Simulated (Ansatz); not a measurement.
**AlH3LiN (SMILES [Li][NH][AlH2]): a rigid scan of the bond length Al3–H6**

How does the energy rise as the bond length Al3–H6 leaves its equilibrium value, and do density functionals follow CCSD(T)? No other atom is relaxed.

The runs use Ansatz 0.2.0, Gaussian basis; single points in def2-TZVPP.

Levels: PBE-D4, r2SCAN-D4, PBE0-D4, B3LYP-D4, wB97M-V, Hartree-Fock, MP2, CCSD, CCSD(T). The scan takes 1.353, 1.423, 1.525, 1.644, 1.776, 1.918, 2.069, 2.228, 2.393 Å.

Cores are frozen in the correlated methods. The outer core shell of Li, Na, Mg and K is correlated. B3LYP uses VWN-RPA correlation.

19 further runs of the same task are left out: 19 set aside as unsound or not needed.

### 1 The starting structure

The minimum, relaxed at PBE0-D4: SMILES `[Li][NH][AlH2]`, 6 atoms, charge 0, spin multiplicity 1.

Atoms are counted from 1 here; the program's logs count them from 0.

Bond lengths: Li1–N2 1.786 Å, Li1–Al3 2.472 Å, Li1–H6 2.011 Å, N2–Al3 1.735 Å, N2–H4 1.008 Å, Al3–H5 1.586 Å, Al3–H6 1.651 Å. Angles: N2–Li1–Al3 44.6°, N2–Li1–H6 86.2°, Al3–Li1–H6 41.6°, Li1–N2–Al3 89.2°, Li1–N2–H4 144.3°, Al3–N2–H4 126.5°, Li1–Al3–N2 46.2°, Li1–Al3–H5 173.3°, Li1–Al3–H6 54.0°, N2–Al3–H5 140.5°, N2–Al3–H6 100.3°, H5–Al3–H6 119.2°, Li1–H6–Al3 84.3°.

As a file:

```
Li   -0.64671   -0.85946    1.46780
N    -0.22111   -1.00152   -0.26043
Al    0.26210    0.66454   -0.25393
H    -0.19195   -1.63130   -1.04728
H     0.84696    1.77281   -1.22544
H    -0.04928    1.05493    1.31926
```

Energies of the minimum (eV), from earlier single points: PBE-D4 -8335.97763, r2SCAN-D4 -8340.49446, PBE0-D4 -8336.74089, B3LYP-D4 -8343.37637, wB97M-V -8340.83350, CCSD(T) -8326.96001.

At the minimum the bond length Al3–H6 is 1.651 Å.

### 2 Al3–H6 = 1.353 Å

Contents of ccsdt-tzvpp/in.yaml:

```yaml
crystal:
  periodic: [false, false, false]
  atoms:
    - {symbol: Li, position_ang: [-0.646709, -0.859463, 1.467798]}
    - {symbol: N, position_ang: [-0.221112, -1.001523, -0.260428]}
    - {symbol: Al, position_ang: [0.262098, 0.664539, -0.253926]}
    - {symbol: H, position_ang: [-0.191949, -1.631301, -1.047282]}
    - {symbol: H, position_ang: [0.846959, 1.772811, -1.225437]}
    - {symbol: H, position_ang: [0.006854, 0.984552, 1.035667]}
basis:
  gaussian: {orbitals: def2-TZVPP}
correlation: {method: ccsd_t}
```

No record of the launch command was kept for these runs.

Further steps of the session: Al3–H6 = 1.423 Å; Al3–H6 = 1.525 Å; Al3–H6 = 1.644 Å; Al3–H6 = 1.776 Å; Al3–H6 = 1.918 Å; Al3–H6 = 2.069 Å; Al3–H6 = 2.228 Å; Al3–H6 = 2.393 Å.

**Question.** What will these runs give? Wanted: highest point, CCSD(T); lowest point, CCSD(T); minimum along the scan, CCSD(T); RMS deviation from CCSD(T); largest T1 diagnostic.

The runs gave:

```
                       quantity                                                                                                                      value
         highest point, CCSD(T)                                                                                                        1.249 eV at 2.393 Å
          lowest point, CCSD(T)                                                                                                        0.000 eV at 1.644 Å
minimum along the scan, CCSD(T)                                                                                                                    1.646 Å
                curvature there                                                                                                                 10.2 eV/Å²
     RMS deviation from CCSD(T)  PBE-D4 0.071, r2SCAN-D4 0.017, PBE0-D4 0.022, B3LYP-D4 0.023, wB97M-V 0.010, Hartree-Fock 0.029, MP2 0.038, CCSD 0.007 eV
          largest T1 diagnostic                                                                                                                      0.017
```

In words: A polynomial through the near points puts the CCSD(T) minimum 0.005 Å below the PBE0-D4 value. The third derivative is negative, the usual anharmonicity of a bond. Curvature against CCSD(T): PBE-D4 -9 %, Hartree-Fock +3 %. The curve of CCSD lies nearest to CCSD(T), that of PBE-D4 farthest.
